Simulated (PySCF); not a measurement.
**The bond of SiF−, level by level**

Aim: find the lowest electronic state of SiF−, scan its bond at several levels of theory, and get bond length, wavenumber and dissociation energy from each curve.

Program: PySCF 2.14.0. Level of theory: Si aug-cc-pVDZ-DK, F aug-cc-pVDZ-DK, spin-free X2C with a Gaussian nucleus. These are calculated values, not measurements.

1 further run of the same task is left out (set aside as unsound or not needed).

### Step 1. Input

A driver script around PySCF takes these settings:

```yaml
atoms: Si, F
charge: -1
basis: Si aug-cc-pVDZ-DK, F aug-cc-pVDZ-DK
Hamiltonian: spin-free X2C with a Gaussian nucleus
basis_functions: 50
electrons_treated: 24
masses_in_u: 27.9769, 18.9984
levels: PBE0, PBE, r²SCAN, PW91, M06-L, MN15, HSE06, HF, MP2, SCS-MP2, CCSD, CCSD(T)
grid: 80 radial by 434 angular points
occupations: held fixed by the projection of orbital angular momentum
dissociation_limit: Si + F−, each in its ground configuration
starting_distance_in_angstrom: 1.830
values_of_2S_to_try: 0, 2
```

Run with:

```
$ OMP_NUM_THREADS=1 python dia.py task.json out
```

Further steps of the session: The PBE0 curve of the state that the search chose; Excited determinants; PBE; r²SCAN; PW91 (GGA); M06-L; MN15; HSE06 (range-separated hybrid); UHF (mean field); Correlated methods on the Hartree–Fock reference.

Before running it: what results should come out? Wanted: for each run, Re; ωe; De; μ.

The runs gave:

Lowest PBE0 solution found, without spin–orbit coupling: ³Σ⁻ (triplet), unpaired electrons π ↑↑. State 2 has its PBE0 minimum 0.22 eV higher, as a spin-mixed determinant (⟨S²⟩ = 1.01), so this is no gap between pure states. The other levels ran on the lowest alone.

```csv
level,Re (Å),ωe (cm⁻¹),De (eV),μ (D)
UHF,1.723,661,3.18,2.09
UHF-MP2,1.765,610,3.11,n/a
UHF-SCS-MP2,1.767,606,3.04,n/a
UHF-CCSD,1.758,621,3.09,n/a
UHF-CCSD(T),1.763,612,3.12,n/a
PBE,1.769,601,3.43,2.06
PW91,1.767,603,3.44,2.03
r²SCAN,1.745,632,3.57,2.23
M06-L,1.756,610,3.57,2.19
PBE0,1.746,633,3.47,2.07
HSE06,1.747,630,3.46,2.05
MN15,1.733,657,3.56,2.11
```

De is counted to Si + F− in their ground configurations. A positive dipole points from Si to F; in an ion it is taken about the centre of mass and does not tell which atom is negative.

Differences from CCSD(T) in the same basis:

```csv
level,Re (mÅ),ωe (%)
UHF,-40,+8.0
UHF-MP2,+2,-0.4
UHF-SCS-MP2,+3,-1.0
UHF-CCSD,-6,+1.4
PBE,+5,-1.7
PW91,+4,-1.6
r²SCAN,-19,+3.3
M06-L,-7,-0.3
PBE0,-17,+3.4
HSE06,-16,+3.0
MN15,-30,+7.3
```

What this shows: Judged by CCSD(T) in the same basis: best bond length UHF-MP2 (+2 mÅ), worst UHF (-40 mÅ); best wavenumber M06-L (-0.3 %), worst UHF (+8.0 %). Hartree–Fock falls on the short and stiff side, its usual fault. PBE gives a bond that is too long and too soft, as GGAs tend to. CCSD(T) in a basis this small is itself some way from its limit, more so than the functionals. Of the levels with a De here, UHF-SCS-MP2 gives the least (3.04 eV) and r²SCAN the most (3.57 eV).

Correlated steps freeze 6 core orbitals. With some functionals the highest level of the anion is positive, from self-interaction error or because the anion is truly unbound there; the finite basis then holds the extra electron, and no neutral molecule was run to test the binding.
